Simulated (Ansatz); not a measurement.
Compare A (`NC1CO1`) with its isomer B (`C/C=N/O`).

Computed with Ansatz on PBE0-D4/def2-TZVP structures; ΔE is electronic, products minus reactants. CBS: MP2 limit from def2 TZ/QZ plus the TZ coupled-cluster correction, frozen cores. Functionals use def2-TZVPP. One conformer a species, not always the lowest.

(1) Which isomer does CCSD(T)/CBS put lower? Give the gap. (Best estimate.)

(2) Give E(B) − E(A) in kcal/mol with B2PLYP, BLYP-D4, CCSD(T)/def2-SVP, LDA (SPW92), HF/def2-TZVPP, MP2/def2-TZVPP, r2SCAN-D4. (An estimate is asked.)

(3) Does the order hold for the free energy at 298.15 K (harmonic terms from PBE0-D4)? (Estimate.)

Largest T1 diagnostic: 0.013.

Results:

(1) The calculation gave: A, by 10.0 kcal/mol.

(2) The calculation gave: B2PLYP 9.0, BLYP-D4 4.7, CCSD(T)/def2-SVP 7.7, LDA (SPW92) 12.3, HF/def2-TZVPP 10.8, MP2/def2-TZVPP 13.0, r2SCAN-D4 10.2. None reverses the order clearly.

(3) Ansatz gave: Yes: G(B) − G(A) = +8.2 kcal/mol, for one conformer each.

At CCSD(T), def2-SVP lies −2.3 kcal/mol from the extrapolated value and def2-TZVPP −0.4 kcal/mol. Leaving LDA and LC-ωPBE aside and taking each functional with its dispersion term where it has one, the values, not all of them listed here, spread over 9.2 kcal/mol, from BLYP-D4 to PBE-QIDH. LDA lies +3.6 kcal/mol from PBE without D4.
